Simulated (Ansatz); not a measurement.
System: rutile TiO₂. Method: PBE-D4 (Ansatz, a quantum-chemistry and plane-wave program, PAW).

Settings: plane-wave cutoff 520 eV, 8×8×12 k mesh (along the axes of the cell as run), Fermi–Dirac smearing 0.01 eV, no spin polarisation, scalar-relativistic PAW data made under PBE.

Cell (relaxed at this level):

```yaml
crystal:
  lattice:
    - [4.60775, 0.00000, 0.00000]
    - [0.00000, 4.60775, 0.00000]
    - [0.00000, 0.00000, 2.95440]
  atoms:
    - { symbol: Ti, position: [0.00000, 0.00000, 0.00000] }
    - { symbol: Ti, position: [0.50000, 0.50000, 0.50000] }
    - { symbol: O, position: [0.30455, 0.30455, 0.00000] }
    - { symbol: O, position: [0.80455, 0.19545, 0.50000] }
    - { symbol: O, position: [0.19545, 0.80455, 0.50000] }
    - { symbol: O, position: [0.69545, 0.69545, 0.00000] }
```

Estimate the bulk modulus B0, band gap and pressure derivative B′ of the bulk modulus that the calculation returns.


bulk modulus B0: 212 GPa
band gap: 1.87 eV (direct)
pressure derivative B′ of the bulk modulus: 5.3

Measured, for comparison: bulk modulus 212 ± 1 GPa (room temperature, no zero-point or thermal correction, adiabatic, from measured elastic constants, our sources range from 210 to 239; as tabulated in Elasticity of TiO2 rutile to 1800 K). Computed (rounded) less measured: bulk modulus not scored (sources differ).

Note: the bulk modulus comes from volumes at which shape and atoms were relaxed.

The computed numbers hold no vibrational or temperature effects.

The result took very roughly 6 core-minutes.
